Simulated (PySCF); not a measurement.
CH4O, SMILES CO.

Coordinates come from a B3LYP-D3(BJ)/def2-TZVP optimisation.

Method: B3LYP/def2-TZVPD in PySCF.

Symmetry labels are those of the subgroup Cs that the program uses (full group Cs).

Computed valence orbital energies around the gap with their symmetry:
```csv
orbital,symmetry,energy (eV)
HOMO−7,A',-277.97
HOMO−6,A',-27.88
HOMO−5,A',-18.72
HOMO−4,A',-14.00
HOMO−3,A",-12.12
HOMO−2,A',-11.76
HOMO−1,A',-9.39
HOMO,A",-7.75
LUMO,A',-0.08
LUMO+1,A',0.70
LUMO+2,A",1.59
LUMO+3,A',1.66
```
